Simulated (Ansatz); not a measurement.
Program: Ansatz. Geometries: PBE0-D4/def2-TZVP. ΔE: electronic, gas phase. CCSD(T)/CBS adds triple-zeta CCSD(T) − MP2 to the extrapolated MP2 energy (def2 sets, frozen cores). This one scheme is used for every species. Functionals use def2-TZVPP. One conformer a species, not always the lowest.

Consider the ligand exchange at a B–S bond: `CBS` + PH₃ → `CBP` + H₂S.

`CBS`:

```xyz
8

C    -0.087   -1.056   -0.301
B    -0.082    0.489   -0.104
S     0.622    1.189    1.377
H     0.436   -1.308   -1.231
H    -1.117   -1.403   -0.446
H     0.359   -1.630    0.513
H    -0.541    1.231   -0.922
H     0.409    2.488    1.114
```

PH₃:

Z-matrix (Å, degrees):
```
P
H 1 1.420
H 1 1.420 2 93.1
H 1 1.420 2 93.1 3 93.3
```

`CBP`:

Z-matrix (Å, degrees):
```
C
B 1 1.557
H 1 1.099 2 107.6
H 1 1.096 2 111.1 3 114.2
H 1 1.091 2 115.8 3 -120.8
P 2 1.878 1 123.4 3 122.1
H 2 1.199 1 119.8 3 -65.0
H 6 1.412 2 102.8 1 -143.4
H 6 1.413 2 102.8 1 -40.8
```

H₂S:

Z-matrix (Å, degrees):
```
S
H 1 1.341
H 1 1.341 2 92.3
```

| level | ΔE (kcal/mol) | difference from CCSD(T)/CBS |
| --- | --- | --- |
| BLYP-D4 | 16.7 | 0.2 |
| B97M-V | 16.4 | -0.1 |
| r2SCAN0-D4 | 16.7 | 0.2 |
| ωB97X-V | 16.6 | 0.1 |
| B2PLYP | 17.2 | 0.7 |
| r2SCAN | 16.7 | 0.2 |
| PBE0 | 16.5 | 0.0 |
| r2SCAN0 | 16.8 | 0.3 |
| RPA@PBE/def2-TZVPP | 17.4 | 0.9 |
| HF/def2-SVP | 18.3 | 1.8 |
| MP2/def2-SVP | 19.5 | 3.0 |
| CCSD(T)/def2-SVP | 19.3 | 2.8 |
| MP2/def2-TZVPP | 17.6 | 1.1 |
| HF/def2-QZVPP | 16.9 | 0.4 |
| SCS-MP2/def2-QZVPP | 17.2 | 0.7 |
| CCSD/CBS(def2) | 16.4 | -0.1 |
| CCSD(T)/CBS | 16.5 | 0 |

Largest T1 diagnostic among the species: 0.015.

At CCSD(T), def2-SVP lies +2.8 kcal/mol from the extrapolated value and def2-TZVPP +0.6 kcal/mol. Leaving LDA and LC-ωPBE aside and taking each functional with its dispersion term where it has one, the values, not all of them listed here, spread over 1.1 kcal/mol, from revPBE-D4 to ωB97M-V.
